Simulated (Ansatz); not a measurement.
# Worked example: Cl–Al–GaH⁺, doublet against Cl–Al–GaH, triplet

Geometry (PBE0/def2-TZVP stationary point of a triplet), kept for both states (Cl–Al–GaH, triplet: A''; Cl–Al–GaH⁺, doublet: A'):

| atom | x (Å) | y (Å) | z (Å) |
| --- | --- | --- | --- |
| Cl | 0.0000 | -0.2241 | 2.6351 |
| Al | 0.0000 | 0.5840 | 0.6943 |
| Ga | 0.0000 | -0.1160 | -1.5641 |
| H | 0.0000 | 0.2730 | -3.0821 |

Basis cc-pVDZ; Ansatz 0.2.0. Only valence electrons are correlated (noble-gas cores and the filled d shells of p-block atoms frozen). Prefix R: restricted or restricted open-shell reference; prefix U: unrestricted. No spin–orbit coupling is included, and no scalar relativity.

Full CI isn't at hand for all of this; UCCSDT(Q) serves as the reference, and is uncertain by the last step of the cluster series or more.

```tsv
level	E(Cl–Al–GaH, triplet) (hartree)	E(Cl–Al–GaH⁺, doublet) (hartree)
UHF	-2625.239977	-2625.008281
UMP2	-2625.462451	-2625.219683
UCCSD(T)	-2625.504615	-2625.259803
PBE	-2627.438548	-2627.186193
r2SCAN	-2627.989546	-2627.731581
UCCSDT(Q)	-2625.506703	-2625.261525
```

**Question.** Give the vertical gap, Cl–Al–GaH⁺ doublet less Cl–Al–GaH triplet, at each level in eV (1 hartree = 27.2114 eV), and each error against UCCSDT(Q).

**Answer.** UCCSDT(Q): (-2625.261525 − (-2625.506703)) × 27.2114 = 6.672 eV (the reference)
r2SCAN: (-2627.731581 − (-2627.989546)) × 27.2114 = 7.020 eV, error 0.348 eV
PBE: (-2627.186193 − (-2627.438548)) × 27.2114 = 6.867 eV, error 0.195 eV
UCCSD(T): (-2625.259803 − (-2625.504615)) × 27.2114 = 6.662 eV, error -0.010 eV
UMP2: (-2625.219683 − (-2625.462451)) × 27.2114 = 6.606 eV, error -0.066 eV
UHF: (-2625.008281 − (-2625.239977)) × 27.2114 = 6.305 eV, error -0.367 eV

Total energies of functionals can't be set beside those of wave-function methods, since they hold the core's correlation and their own absolute errors; only the differences compare.

In so small a basis the reference is far from its limit while semilocal and hybrid functionals are nearer theirs, so the functionals' errors here hold much of the reference's basis and frozen-core error, which can add to them or hide them.

Each level lands on the state that its own search finds. T1 diagnostics of restricted CCSD: 0.029 and 0.025.
